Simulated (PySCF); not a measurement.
How well do the runs reproduce experiment for cyclobutanone?

**Measured values to compare with.**

NIST CCCBDB Release 22 (SRD 101), experimental dipoles lists, for the gas: dipole moment (microwave Stark effect) 2.99 D.

The results are set against them at the end.

Species: cyclobutanone, C₄H₆O.
Numbering: `[O:1]=[C:2]1[CH2:3][CH2:4][CH2:5]1` (hydrogens: H6, H7 on C3; H8, H9 on C4; H10, H11 on C5)

Cartesian coordinates in Å at the GFN2-xTB level; atoms count from 1:
```xyz
11
C4H6O angstrom
O      0.3047   -2.2856   -0.4322
C      0.1495   -1.1202   -0.2132
C     -1.0604   -0.2110   -0.1784
C     -0.1276    0.9609    0.1799
C      1.0876    0.0156    0.1354
H     -1.5744   -0.1311   -1.1347
H     -1.7916   -0.4833    0.5805
H     -0.1038    1.7550   -0.5623
H     -0.3158    1.3974    1.1578
H      1.8242    0.2281   -0.6375
H      1.6130   -0.1230    1.0787
```

Runs made with PySCF (gas phase, on this GFN2-xTB geometry; no spin–orbit coupling):

```
        level                                                                      job  basis functions  wall time
PBE0/pcSseg-1          shieldings, ring-centre shieldings, charges and field gradients              115      6.4 s
  B3LYP/pcJ-1  spin–spin couplings from 10 perturbed nuclei, spin–dipole term left out              195       12 s
```

Hardware: one thread of an x86-64 server, no GPU, on a shared host.

Results beside the measurements:

**Dipole moment.** Measured: 2.99 D (NIST CCCBDB Release 22 (SRD 101), experimental dipoles).

```tsv
level	computed (D)	computed − measured (D)	% (from the printed values)
PBE0/pcSseg-1	2.93	-0.06	-2
B3LYP/pcJ-1	2.93	-0.06	-2
```

The computed dipoles belong to one fixed geometry; measured ones are averaged over vibrations unless marked μe. Magnitudes are compared, not signs.

The geometry is computed, not the measured one. Where a level misses, the cause wasn't examined.
